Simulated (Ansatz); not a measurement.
Level of theory: frozen-core CCSD(T)/cc-pVTZ // PBE-D3(BJ)/def2-TZVP run with Ansatz (a quantum-chemistry and plane-wave program).

Ansatz 0.2 input:
```yaml
crystal:
  periodic: [false, false, false]
  atoms:
    - { symbol: C, position_ang: [-0.543884, -0.02354, -0.40644] }
    - { symbol: C, position_ang: [0.769747, 0.033386, -0.438368] }
    - { symbol: O, position_ang: [1.939036, 0.084022, -0.46654] }
    - { symbol: H, position_ang: [-1.127155, 0.876556, -0.584298] }
    - { symbol: H, position_ang: [-1.03775, -0.970427, -0.202677] }
basis:
  gaussian: { orbitals: cc-pVTZ }
correlation:
  method: ccsd_t
```

Output:

```
Functional definition: HF
692 factors; integrals over basis functions are off by at most 1.2e-3 eV
mean field evaluation 1: about -4128.1627 eV, gradient 3.1e1 eV
mean field evaluation 2: about -4128.1653 eV, gradient 3.1e1 eV
mean field evaluation 4: about -4130.1621 eV, gradient 4.1e0 eV
mean field evaluation 8: about -4130.2186 eV, gradient 2.2e-1 eV
mean field evaluation 16: about -4130.2046 eV, gradient 1.5e0 eV
mean field -4130.21916201 eV, -151.7827546408 hartree, gradient 6.5e-6 eV, S^2 0.000000; 0 other end points of the search recorded, 0 dependent functions left out
3 core orbitals not correlated
reference -4130.21916201 eV, -151.7827546408 hartree; 8, 8 occupied and 107, 107 virtual orbitals, 692 factors
second order -14.71508003 eV of doubles, -0.00000000 eV of singles
cycle   1  -14.40071707 eV  change    3.1e-1 eV  update   1.1e-1
cycle   2  -14.83000622 eV  change   -4.3e-1 eV  update   3.8e-2
cycle   3  -14.94620798 eV  change   -1.2e-1 eV  update   1.7e-2
cycle   4  -14.93532466 eV  change    1.1e-2 eV  update   4.2e-3
cycle   5  -14.93347704 eV  change    1.8e-3 eV  update   1.4e-3
cycle   6  -14.93436523 eV  change   -8.9e-4 eV  update   4.6e-4
cycle   7  -14.93411243 eV  change    2.5e-4 eV  update   1.6e-4
cycle   8  -14.93413891 eV  change   -2.6e-5 eV  update   5.6e-5
cycle   9  -14.93415225 eV  change   -1.3e-5 eV  update   2.4e-5
cycle  10  -14.93414792 eV  change    4.3e-6 eV  update   7.4e-6
perturbative correction -0.72432328 eV, -0.0266183895 hartree
Total energy: -4145.87763321 eV, -152.3581928435 hartree
```

Cost: very roughly 8 core-seconds.
